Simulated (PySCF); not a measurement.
Series nitrenes, diatomics and small unsaturated species, computed as singlets and as triplets. Gas-phase values, no solvent. One relaxed conformer stands for each flexible species; it need not be the lowest. Strings in code marks are SMILES.

These are PBE-D3(BJ)/def2-TZVP // B3LYP-D3(BJ)/def2-TZVP in PySCF values and carry that method's errors. All candidates: neutral, multiplicity 3. 

| Quantity | Result |
|---|---|
| dipole moment | 0.49 D |
| highest occupied spin orbital | -3.40 eV |

### Question
Name which member has these values.
A. `C#C` (excited triplet)
B. `O=[SiH2]` (excited triplet)
C. `[AlH]` (excited triplet)
D. `[Si]=[Si]` (lower triplet)

### Answer
C, `[AlH]` (excited triplet). The others give `C#C` (excited triplet): 1.21 D, -4.96 eV; `[Si]=[Si]` (lower triplet): 0.00 D, -4.82 eV; `O=[SiH2]` (excited triplet): 1.73 D, -5.31 eV
